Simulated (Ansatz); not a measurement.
A nudged elastic band was laid between two geometries of BClH2 + FH (6 atoms, charge 0, multiplicity 1).

Computed with RKS PBE/def2-SVP in Ansatz.

```yaml
movable_images: 5
climbing_image: yes
spring: 5.0 eV/Å²
optimiser: quadratic models (default)
start_path: through a guess of the saddle point
force_threshold: 0.05 eV/Å
iteration_limit: 60
end_points: relaxed
```

Initial state:

```xyz
6
Properties=species:S:1:pos:R:3
B 0.005 0.004 0.129
Cl -0.007 0.471 1.904
H 1.066 0.152 -0.431
H -1.066 0.083 -0.427
F 0.064 -1.828 0.483
H 0.059 -1.610 1.422
```

Final state:

```xyz
6
Properties=species:S:1:pos:R:3
B 0.016 -0.357 -0.406
Cl 0.006 0.116 2.422
H 1.075 0.221 -0.565
H -1.080 0.151 -0.559
F 0.059 -1.678 -0.191
H 0.045 -1.182 2.380
```

Which bonds break or form, and what moves?

Bonds broken: B1–Cl2, F5–H6. Bonds formed: B1–F5, Cl2–H6. BClH2 + FH becomes BFH2 + ClH.

What energy profile does the band end with?

The run converged. The highest image is number 2 of 0 to 6, 3.6 kcal/mol above the first end and 13.8 kcal/mol above the last; the last end lies 10.2 kcal/mol below the first. A vibrational analysis at the climbing image gives one clearly imaginary mode, 642i cm⁻¹: a first-order saddle point. The orbitals stay closed-shell, which can raise the energy where a bond breaks towards radicals; this wasn't checked here.

```
image  path coordinate (Å)  energy (kcal/mol)  B1–Cl2 (Å)  F5–H6 (Å)  B1–F5 (Å)
    0                 0.00                0.0        1.84       0.96       1.87
    1                 0.28                1.2        1.90       1.02       1.70
    2                 0.55                3.6        2.03       1.20       1.55
    3                 0.88               -1.9        2.25       1.55       1.42
    4                 1.21               -7.8        2.53       1.90       1.36
    5                 1.54               -9.9        2.76       2.24       1.35
    6                 1.87              -10.2        2.87       2.62       1.34
```

What is the geometry of the highest image?


```xyz
6
Properties=species:S:1:pos:R:3
B 0.012 -0.212 0.029
Cl 0.003 0.219 2.010
H 1.070 0.147 -0.432
H -1.070 0.079 -0.427
F 0.059 -1.720 0.400
H 0.047 -1.243 1.501
```

What are the harmonic wavenumbers there?

642i, 477, 557, 681, 750, 871, 899, 1130, 1239, 1557, 2552, 2682 cm⁻¹.

The run took 56 s on 1 thread of Arm Neoverse V1, on a shared host, peak memory 0.1 GiB.
